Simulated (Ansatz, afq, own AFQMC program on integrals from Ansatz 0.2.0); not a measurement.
Integrals from Ansatz 0.2.0, then the random walk in our own AFQMC program (afq).

```yaml
crystal:
  periodic: [false, false, false]
  atoms:
    - {symbol: P, position_ang: [0.000000, 0.000000, 0.000000]}
basis:
  gaussian: {orbitals: cc-pVDZ}
magnetization: {spin_polarized: true, initial_magnetization: 3}
correlation: {method: ccsd_t, electrons: outside_noble_gas, hamiltonian_folder: ham}
```

```sh
$ ansatz run in.yaml --threads 1 --pin off --events-out ev --progress --plain --max-ram 24576MiB --backend cuda --devices 0, --max-vram 18GiB
```

afq runs on the folder ham with

```
--method phaseless --trial hf --walkers 4000 --populations 20 --least-time 40 --time-step 0.005 --steps-per-block 20 --equilibration-blocks 112 --max-blocks 4000 --target-error 0.00042 --factor-cut 1e-05 --start spin_pure --seed 3947 --taylor-order 6
```

Times are imaginary, in 1/Eh. The walk had a cap of 49 s. With eight or more populations the least sampling time is a fifth of least-time, and the error comes from their spread.

```
orbitals 13  electrons 4 1  factors 69 of 100
reference energy -340.70904805 Eh
CCSD correlation -0.08126784 Eh in 9 cycles, weight of the determinant in the CISD state 0.9469
energy of the start -340.709049 Eh
 block  time / (1/Eh)  mean weight  energy / Eh
     1     0.100  1.0002  -340.720629
     2     0.200  1.0003  -340.730607
     3     0.300  1.0003  -340.738870
     4     0.400  1.0004  -340.745733
     5     0.500  1.0004  -340.752001
     8     0.800  1.0003  -340.766808
    13     1.300  1.0001  -340.780938
    31     3.100  1.0000  -340.791175
    49     4.900  1.0001  -340.792290
    67     6.700  1.0000  -340.791526
    85     8.500  0.9999  -340.791121
   103    10.300  1.0002  -340.789940
   121    12.100  0.9999  -340.791321
   139    13.900  1.0000  -340.792720
   157    15.700  1.0001  -340.791396
   175    17.500  1.0000  -340.792223
   193    19.300  1.0001  -340.794681
   199    19.900  0.9999  -340.794694
   211    21.100  0.9999  -340.789191
   229    22.900  1.0000  -340.789869
   235    23.500  1.0000  -340.788661
   247    24.700  1.0000  -340.794064
   265    26.500  1.0000  -340.794110
   271    27.100  0.9999  -340.793802
error from the spread of 20 populations
energy -340.792054 +/- 0.000410 Eh
(rows thinned)
```

Task: Estimate how long the walk took on 1 × NVIDIA H100 80GB HBM3 with 2 threads of AMD EPYC 7R13 Processor (Zen 3), with other jobs on the host (the card was shared).

Result: 19 s of wall time.

The run passed its tests (sampling time, drift between the halves within three errors, error under three times the target), which doesn't prove that it has relaxed.

Against this walk (error 11.2 meV) on the same determinant: CCSD(T) 19.7 meV higher (within the noise), CCSDT(Q) 10.2 meV higher (within the noise), CCSDTQ 9.5 meV higher (within the noise), full CI 9.5 meV higher (within the noise), a separate phaseless walk with a CISD trial and standard settings 11.2 ± 11.2 meV higher (within the noise). The error is statistical and leaves out the bias of the constraint.

Cautions: constraint bias not in the error.

CCSDT and higher add their correlation energy to the determinant of the CCSD(T) run, since their own runs factorise the integrals more tightly (a shift of under 2 meV). A walk keeps the symmetry of its determinant, which the program's search chose and which needn't be the lowest solution, so a lower state of the same spin and another symmetry isn't excluded.
